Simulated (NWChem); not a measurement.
**Ionisation of Si**

```
Si
```
Charge 0, spin multiplicity 3.

The numbers come from NWChem runs, not from measurements.

Basis set: def2-TZVPD. The species with one electron less has spin multiplicity 2. Δ marks differences of total energies (open shells unrestricted). −ε marks an orbital energy of the parent. That orbital need not have the symmetry of the hole or added electron in the Δ rows.

B3LYP has NWChem's definition, with VWN1-RPA local correlation. No SCF solution was tested for a lower state.

**Question.** For the first vertical ionisation energy, −ε(alpha HOMO) of BP86 gives 4.63 eV and −ε(alpha HOMO) of M06-2X gives 6.24 eV. What do −ε(alpha HOMO) of B3LYP, −ε(alpha HOMO) of PBE, ΔBP86 give?

**Answer.** −ε(alpha HOMO) of B3LYP: 5.26 eV; −ε(alpha HOMO) of PBE: 4.57 eV; ΔBP86: 8.25 eV.
